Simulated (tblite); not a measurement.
Species: C3H3OP.
SMILES with atom numbers: `[CH2:1]=[CH:2][P:3]=[C:4]=[O:5]` (hydrogens: H6, H7 on C1; H8 on C2)

Cartesian coordinates in Å at the GFN2-xTB level; atoms count from 1:
```xyz
8
C3H3OP angstrom
C     -1.5853   -0.3903   -0.0858
C     -0.3619    0.1008    0.0574
P      1.1108   -0.9060   -0.3087
C      2.2057    0.2644    0.0636
O      3.0554    1.0194    0.3003
H     -1.7618   -1.3985   -0.4219
H     -2.4558    0.2060    0.1309
H     -0.1980    1.1137    0.3950
```

All values are computed: GFN2-xTB (tblite) harmonic vibrations without scaling, gas phase. This tight-binding method is rough: wavenumbers can miss measured ones by several per cent, in bad cases by 10 to 20. One conformer, not necessarily the lowest.

Harmonic wavenumbers (cm⁻¹): 76.2, 89.2, 321.8, 338.7, 471.8, 529.1, 697.7, 843.9, 864.6, 979.6, 1005.9, 1234.9, 1384.4, 1625.9, 2066.4, 3054.4, 3095.9, 3123.2.

A = 13304, B = 2277, C = 1944 MHz; mass 85.992 u (most abundant isotopes); point group Cs, symmetry number 1.

Q: Zero-point energy?

A: ½Σν̃ = 10902 cm⁻¹ = 31.17 kcal/mol.

Q: Give the ideal-gas entropy at 200 K and 1 bar in the rigid-rotor, harmonic-oscillator model (classical rotation).

A: Translation 37.31, rotation 24.91, vibration 8.15: S = 70.4 cal/(mol K).

Q: And Cp and H(200 K) − H(0)?

A: Cp = 16.69 cal/(mol K), of which vibrations give 8.74 (their classical limit is 18 R = 35.8); H(200 K) − H(0) = 2.48 kcal/mol without the zero-point energy, 0.89 from vibrations.

Q: How do the functions run with temperature in this model?

A: 
| T (K) | S (cal/(mol K)) | Cp (cal/(mol K)) | H − H(0) (kcal/mol) | G − H(0) (kcal/mol) | ln q(vib) |
| --- | --- | --- | --- | --- | --- |
| 150 | 65.9 | 14.5 | 1.69 | -8.19 | 1.32 |
| 250 | 74.3 | 18.8 | 3.36 | -15.22 | 2.43 |
| 298.15 | 77.8 | 20.7 | 4.31 | -18.88 | 2.96 |
| 400 | 84.4 | 24.2 | 6.61 | -27.15 | 4.07 |
| 600 | 95.2 | 29.2 | 11.98 | -45.15 | 6.16 |
| 900 | 108.0 | 33.9 | 21.50 | -75.72 | 9.01 |

q(vib) and H(0) count from the zero-point level.

Q: Blend soft modes into free rotors: weight 1/[1 + (100 cm⁻¹/ν̃)⁴] for the oscillator and the rest for a rotor with moment μB/(μ + B), μ = h/(8π²ν), B = 10⁻⁴⁴ kg m². What vibrational entropy results?

A: 7.61 cal/(mol K) in place of 8.15, which changes −T·S at 200 K by +0.11 kcal/mol.

Q: What must be added to the electronic energy to get the Gibbs energy at 200 K and 1 bar?

A: ZPE + [H(200 K) − H(0)] − T·S = 31.17 + 2.48 − 14.08 = 19.57 kcal/mol.

Q: Which modes carry the vibrational entropy at 200 K?

A: 76.2 cm⁻¹: 3.21; 89.2 cm⁻¹: 2.90; 321.8 cm⁻¹: 0.71; 338.7 cm⁻¹: 0.65; 471.8 cm⁻¹: 0.30; 529.1 cm⁻¹: 0.22 cal/(mol K); the other 12 give 0.17 together.

Hindered rotation and anharmonicity are outside this model. Other conformers, if any are populated, would add a mixing term that is left out.
